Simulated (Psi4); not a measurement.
**[NH4]+ (ammonium): B3LYP/6-31G(d) (Cartesian functions)**

What is the vertical ionisation energy of [NH4]+ (ammonium) at B3LYP/6-31G* (Cartesian functions)? 

Program for the calculation: Psi4 1.11.

2 further runs of the same task are left out: 2 set aside as unsound or not needed.

## (1) The system as given

The species is [NH4]+ (5 atoms), meant as a singlet with charge +1. SMILES: `[NH4+]`. The shape is that of a PBE0-D4/def2-TZVP optimisation.

Bond lengths: N1–H2 1.024 Å, N1–H3 1.024 Å, N1–H4 1.024 Å, N1–H5 1.024 Å. Angles: H2–N1–H3 109.5°, H2–N1–H4 109.5°, H2–N1–H5 109.5°, H3–N1–H4 109.5°, H3–N1–H5 109.5°, H4–N1–H5 109.5°.

## (2) Energy and forces at B3LYP/6-31G(d) (Cartesian functions)

File run_ase.py:

```python
import numpy as np
from ase.calculators.psi4 import Psi4
from ase import Atoms

a = Atoms(['N', 'H', 'H', 'H', 'H'], positions=[
    [0.000010, 0.000010, 0.000000],
    [0.453330, -0.447860, 0.801010],
    [-0.972430, 0.216180, 0.235210],
    [0.023940, -0.633460, -0.803650],
    [0.495160, 0.865130, -0.232580],
])
calc = Psi4(atoms=a, method='b3lyp', basis='6-31G*', memory='1600MB', num_threads=1, charge=1, multiplicity=1, label='calc')
calc.psi4.set_options({'puream': False, 'e_convergence': 1e-09, 'd_convergence': 1e-08, 'scf_type': 'pk', 'dft_radial_points': 99, 'dft_spherical_points': 590})
a.calc = calc

forces = a.get_forces()
print(f'energy: {a.get_potential_energy():.6f} eV')
print('forces / eV A^-1')
print(np.round(forces, 5))
```

Launch:

```console
$ python run_ase.py
```

calc.dat:

```text
[...]
  Running in c1 symmetry.
[...]
  Nuclear repulsion =   16.375270078084789
[...]
  Multiplicity = 1
[...]
  Nalpha       = 5
  Nbeta        = 5
[...]
    Number of basis functions: 23
[...]
   @RKS iter   1:   -56.80578708165318    1.42299e-01   2.06783e-02 ADIIS/DIIS
[...]
   @RKS iter   7:   -56.89378250409762   -5.40012e-13   6.50485e-10 DIIS
[...]
    Orbital Energies [Eh]
    ---------------------
    Doubly Occupied:
       1A    -14.713864     2A     -1.252090     3A     -0.829405
       4A     -0.829390     5A     -0.829386
[...]
  @RKS Final Energy:   -56.89378250409762
   => Energetics <=
    Nuclear Repulsion Energy =             16.3752700780847888
    One-Electron Energy =                -104.9109534153615186
    Two-Electron Energy =                  38.2103912837497361
    DFT Exchange-Correlation Energy =      -6.5684904505706223
    Empirical Dispersion Energy =           0.0000000000000000
    VV10 Nonlocal Energy =                  0.0000000000000000
    Total Energy =                        -56.8937825040976222
[...]
 Multipole Moments:
 ------------------------------------------------------------------------------------
     Multipole            Electronic (a.u.)      Nuclear  (a.u.)        Total (a.u.)
 ------------------------------------------------------------------------------------
 L = 1.  Multiply by 2.5417464519 to convert [e a0] to [Debye]
 Dipole X            :          0.0000112           -0.0000291           -0.0000180
 Dipole Y            :          0.0000122           -0.0000364           -0.0000242
 Dipole Z            :          0.0000021           -0.0000073           -0.0000052
 Magnitude           :                                                    0.0000306
[...]
  -Total Gradient:
     Atom            X                  Y                   Z
    ------   -----------------  -----------------  -----------------
       1        0.000002091665     0.000009278690     0.000003499554
       2       -0.002159001460     0.002123241554    -0.003814217911
       3        0.004631933768    -0.001026469188    -0.001120881931
       4       -0.000112594657     0.003007649213     0.003825907086
       5       -0.002362428042    -0.004113734859     0.001105710500
[...]
```

On the terminal:

```text
energy: -1548.158678 eV
forces / eV A^-1
[[-1.1000e-04 -4.8000e-04 -1.8000e-04]
 [ 1.1102e-01 -1.0918e-01  1.9613e-01]
 [-2.3818e-01  5.2780e-02  5.7640e-02]
 [ 5.7900e-03 -1.5466e-01 -1.9674e-01]
 [ 1.2148e-01  2.1154e-01 -5.6860e-02]]
```

It took 3.9 s on 1 thread of Intel Xeon 6975P-C (Granite Rapids), shared host; peak memory 0.43 GiB.

## (3) Doublet [NH4]2+: the energy at UB3LYP/6-31G(d) (Cartesian functions)

File calc.py:

```python
import psi4

psi4.set_memory(1600000000)
psi4.set_num_threads(1)
psi4.core.set_output_file('psi4.out', False)

molecule = psi4.geometry("""
2 2
N      0.000010     0.000010     0.000000
H      0.453330    -0.447860     0.801010
H     -0.972430     0.216180     0.235210
H      0.023940    -0.633460    -0.803650
H      0.495160     0.865130    -0.232580
symmetry c1
no_reorient
no_com
""")

psi4.set_options({
    'reference': 'uks',
    'puream': False,
    'e_convergence': 1e-09,
    'd_convergence': 1e-08,
    'scf_type': 'pk',
    'dft_radial_points': 99,
    'dft_spherical_points': 590,
    'maxiter': 100,
})

E, wfn = psi4.energy("b3lyp/6-31G*", molecule=molecule, return_wfn=True)
psi4.oeprop(wfn, "LOWDIN_CHARGES", "DIPOLE", "WIBERG_LOWDIN_INDICES")
print(f'b3lyp/6-31G* energy: {E:.10f} Eh')
for k, v in sorted(psi4.core.scalar_variables().items()):
    print(f'{k:45s} {v:18.10f}')
```

Launch:

```console
$ python calc.py
```

psi4.out:

```text
[...]
  Running in c1 symmetry.
[...]
  Nuclear repulsion =   16.375270078084789
[...]
  Multiplicity = 2
[...]
  Nalpha       = 5
  Nbeta        = 4
[...]
    Number of basis functions: 23
[...]
   @UKS iter   1:   -55.89825969586383    1.04983e+00   6.81541e-03 DIIS/ADIIS
[...]
   @UKS iter  32:   -55.91057957050466   -1.56319e-13   3.19519e-09 DIIS
[...]
   @S^2 Observed:                7.526747985E-01
[...]
    Orbital Energies [Eh]
    ---------------------
    Alpha Occupied:
       1A    -15.202235     2A     -1.729279     3A     -1.341457
       4A     -1.273354     5A     -1.253953
    Alpha Virtual:
       6A     -0.537116     7A     -0.504920     8A     -0.466412
       9A     -0.450737    10A     -0.064581    11A     -0.043948
      12A     -0.028342    13A      0.167735    14A      0.181462
      15A      0.223883    16A      0.241207    17A      0.624688
      18A      0.763489    19A      0.790018    20A      1.518444
      21A      1.530311    22A      1.571055    23A      2.941067
[...]
  @UKS Final Energy:   -55.91057957050466
   => Energetics <=
    Nuclear Repulsion Energy =             16.3752700780847888
    One-Electron Energy =                 -99.9325345719588825
    Two-Electron Energy =                  33.9010376084119827
    DFT Exchange-Correlation Energy =      -6.2543526850425417
    Empirical Dispersion Energy =           0.0000000000000000
    VV10 Nonlocal Energy =                  0.0000000000000000
    Total Energy =                        -55.9105795705046589
[...]
 Multipole Moments:
 ------------------------------------------------------------------------------------
     Multipole            Electronic (a.u.)      Nuclear  (a.u.)        Total (a.u.)
 ------------------------------------------------------------------------------------
 L = 1.  Multiply by 2.5417464519 to convert [e a0] to [Debye]
 Dipole X            :          0.0886111            0.0001323            0.0887433
 Dipole Y            :         -0.2022569            0.0001134           -0.2021435
 Dipole Z            :         -0.0019925           -0.0000189           -0.0020114
 Magnitude           :                                                    0.2207746
[...]
```

Standard output:

```text
b3lyp/6-31G* energy: -55.9105795705 Eh
CURRENT ENERGY                                    -55.9105795705
CURRENT REFERENCE ENERGY                          -55.9105795705
DD SOLVATION ENERGY                                 0.0000000000
DFT FUNCTIONAL TOTAL ENERGY                       -55.9105795705
DFT TOTAL ENERGY                                  -55.9105795705
DFT VV10 ENERGY                                     0.0000000000
DFT XC ENERGY                                      -6.2543526850
GRID ELECTRONS ALPHA                                5.0000000384
GRID ELECTRONS BETA                                 4.0000000349
GRID ELECTRONS TOTAL                                9.0000000734
NUCLEAR REPULSION ENERGY                           16.3752700781
ONE-ELECTRON ENERGY                               -99.9325345720
PCM POLARIZATION ENERGY                             0.0000000000
PE ENERGY                                           0.0000000000
SCF ITERATION ENERGY                              -55.9105795705
SCF ITERATIONS                                     32.0000000000
SCF TOTAL ENERGY                                  -55.9105795705
TWO-ELECTRON ENERGY                                33.9010376084
XC GRID RADIAL POINTS                              99.0000000000
XC GRID SPHERICAL POINTS                          590.0000000000
XC GRID TOTAL POINTS                           280166.0000000000
```

Run time: 14 s. Hardware: 1 thread of Intel Xeon 6975P-C (Granite Rapids), shared host; peak memory 0.41 GiB.

## (4) What came out

Level: B3LYP/6-31G* (Cartesian functions).

| quantity | value |
| --- | --- |
| singlet [NH4]+: total energy | -56.89378 Eh |
| singlet [NH4]+: HOMO energy | -22.57 eV |
| singlet [NH4]+: LUMO energy | -5.69 eV |
| singlet [NH4]+: HOMO–LUMO gap | 16.87 eV |
| singlet [NH4]+: largest force on an atom | 0.251 eV/Å |
| doublet [NH4]2+: total energy | -55.91058 Eh |
| doublet [NH4]2+: HOMO energy (highest over α and β) | -33.78 eV |
| doublet [NH4]2+: LUMO energy (lowest over α and β) | -30.88 eV |
| doublet [NH4]2+: ⟨S²⟩ | 0.753 |
| vertical ionisation energy (to the doublet dication) | 26.754 eV |

What this shows: Removing an electron at fixed nuclei costs 26.75 eV (2581 kJ/mol). The largest force (singlet [NH4]+) is 0.25 eV/Å: the shape isn't a stationary point for this species at this level. −ε(HOMO) before ionisation, 22.57 eV, is 4.19 eV below this ionisation energy.
